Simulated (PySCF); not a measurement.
**Vertical excitation energies**

C4H3FO.
InChI=1S/C4H3FO/c5-3-1-2-4-6/h1-3H/b3-1+

Computed with PySCF 2.14.0, density-fitted response routines, TDDFT B3LYP/def2-SVPD, vertical, gas phase, core orbitals frozen in the response. The structure is a single GFN2-xTB conformer in the gas phase; no vibrational or solvent corrections. Torsions of this conformer, `[O:1]=[C:2]=[CH:3]/[CH:4]=[CH:5]/[F:6]`: C2–C3–C4–C5 180°.

Predict the UV-vis stick spectrum at this level.

```
state  λ (nm)  E (eV)       f  |μ| (D)  symmetry  main configurations (H = HOMO, L = LUMO)
   S1   400.5    3.10  0.0000     0.03         –                                 H→L (98%)
   S2   223.3    5.55  0.0021     0.32        A″                               H→L+2 (99%)
   S3   214.2    5.79   0.466     4.61        A′                               H→L+1 (91%)
   S4   206.3    6.01  0.0008     0.18         –                  H→L+3 (87%), H-1→L (12%)
   S5   201.4    6.16  0.0004     0.13         –                  H-1→L (85%), H→L+3 (12%)
   S6   193.3    6.41   0.011     0.66        A″                               H→L+4 (99%)
   S7   175.1    7.08   0.102     1.95        A′                               H→L+5 (85%)
   S8   173.9    7.13  0.0005     0.14         –                               H→L+6 (97%)
```

Triplets, Tamm–Dancoff:

| state | E (eV) | λ (nm) | main configurations (H = HOMO, L = LUMO) |
| --- | --- | --- | --- |
| T1 | 2.79 | 444.5 | H→L (97%) |
| T2 | 3.56 | 348.7 | H→L+1 (96%) |
| T3 | 5.42 | 228.9 | H→L+2 (97%) |

The lowest singlet comes at 401 nm (299 kJ/mol) in the visible; it is dark (f under 0.0005); its leading configuration is HOMO→LUMO (98%). The most intense listed level is S3 at 5.79 eV (214 nm, f = 0.466), 2.69 eV above S1. Löwdin shares by element: HOMO carbon 73% (atoms not listed hold the other 27%); LUMO carbon 54% or more, oxygen 32%, hydrogen 7% or more. Orbital energies (eV): HOMO-3 -11.29, HOMO-2 -10.61, HOMO-1 -9.11, HOMO -6.22, LUMO -1.69, LUMO+1 -0.48, LUMO+2 0.32. Weighted by f, the mean energy of these states is 6.03 eV. The listed states span 4.03 eV, and the widest gap between neighbours is 2.46 eV (S1 to S2). S1 lies in the visible range (380 to 750 nm), at 401 nm, dark in the vertical dipole picture (f under 0.0005); light of that wavelength is violet, and its complementary colour is yellow-green; a Tamm–Dancoff triplet lies at 444 nm, without intensity as long as spin–orbit coupling is left out. Symmetry labels in Cs follow from the direction of the transition dipole and are given only for states with f of 0.002 or more. The window holds the lowest 8 singlets.

Time: 11 s of wall time (with the writing of density and orbital grids); peak memory 0.60 GiB. Hardware: one thread of an AMD EPYC 7R43 (shared host).
